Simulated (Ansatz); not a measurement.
Results of HSE06 in Ansatz (plane waves, PAW) for α-phase Ga.

Numerical settings: plane-wave cutoff 460 eV, 8×8×6 k mesh (along the axes of the cell as run), Fermi–Dirac smearing 0.05 eV, scalar-relativistic PAW data made under PBE.

Computed at the level's own relaxed cell.

Q: Give the computed lattice parameter a, lattice parameter b and c axis length.

A: 
* **lattice parameter a**: 4.456 Å
* **lattice parameter b**: 7.685 Å
* **c axis length**: 4.575 Å

Static lattice: no zero-point or thermal effects.

It cost about 2.3 core-hours (a rough figure) of CPU time.

Ansatz is an electronic-structure program.
